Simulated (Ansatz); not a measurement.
A nudged elastic band was laid between two geometries of C$_{3}$H$_{4}$FNO (10 atoms, charge 0, multiplicity 1).

These are results of RKS BHLYP-D4/def2-SVP in Ansatz 0.2.0, not measurements.

| Quantity | Value |
| --- | --- |
| movable images | 9 |
| climbing image | yes |
| spring | 5.0 eV/Å² |
| optimiser | quadratic models (default) |
| start path | through a guess of the saddle point |
| force threshold | 0.05 eV/Å |
| iteration limit | 55 |
| end points | relaxed |

First end point:

```xyz
10
Properties=species:S:1:pos:R:3
O -0.407 -1.520 -0.901
C 0.307 -0.790 0.002
F 1.491 -0.376 -0.547
C -0.507 0.414 0.383
C -0.070 1.746 0.055
N 0.141 1.457 1.241
H 0.030 -2.354 -1.058
H 0.580 -1.380 0.888
H -1.554 0.186 0.578
H 0.071 2.566 -0.638
```

Last end point:

```xyz
10
Properties=species:S:1:pos:R:3
O 0.423 -0.815 -1.206
C 0.091 -0.896 0.113
F 1.109 -1.478 0.821
C -0.170 0.478 0.655
C -0.394 1.611 -0.205
N 0.753 1.593 0.256
H 0.588 -1.691 -1.546
H -0.785 -1.539 0.281
H -0.513 0.478 1.690
H -1.019 2.207 -0.860
```

**Question.** What changes between the two ends?

**Answer.** No bond is made or broken. The dihedral F3–C2–C4–H9 goes from 165 to -63°.

**Question.** What energy profile does the band end with?

**Answer.** It converged. The highest image is number 6 of 0 to 10, 0.111 eV above the first end and 0.058 eV above the last; the last end lies 0.054 eV above the first. A vibrational analysis at the climbing image gives one clearly imaginary mode, 68i cm⁻¹: a first-order saddle point.

```
image  path coordinate (Å)  energy (eV)  dihedral F3–C2–C4–H9 (°)
    0                 0.00        0.000                       165
    1                 0.37        0.007                       176
    2                 0.74        0.027                      -173
    3                 1.11        0.056                      -161
    4                 1.49        0.085                      -149
    5                 1.86        0.105                      -137
    6                 2.23        0.111                      -125
    7                 2.67        0.102                      -109
    8                 3.10        0.083                       -94
    9                 3.54        0.063                       -78
   10                 3.98        0.054                       -63
```

**Question.** What is the geometry of the highest image?

**Answer.** 
```xyz
10
Properties=species:S:1:pos:R:3
O -0.069 -1.012 -1.199
C 0.205 -0.872 0.135
F 1.557 -0.878 0.317
C -0.378 0.434 0.618
C -0.240 1.623 -0.180
N 0.560 1.597 0.765
H 0.318 -1.827 -1.516
H -0.187 -1.711 0.724
H -1.170 0.347 1.361
H -0.514 2.247 -1.022
```

**Question.** What are the harmonic wavenumbers there?

**Answer.** 68i, 258, 275, 389, 539, 571, 778, 852, 881, 924, 1067, 1097, 1156, 1240, 1284, 1341, 1444, 1455, 1531, 1877, 3129, 3218, 3337, 3976 cm⁻¹.

The run took 3.4 min on 2 threads of Arm Neoverse V1, with other jobs on the host, peak memory 0.23 GiB.
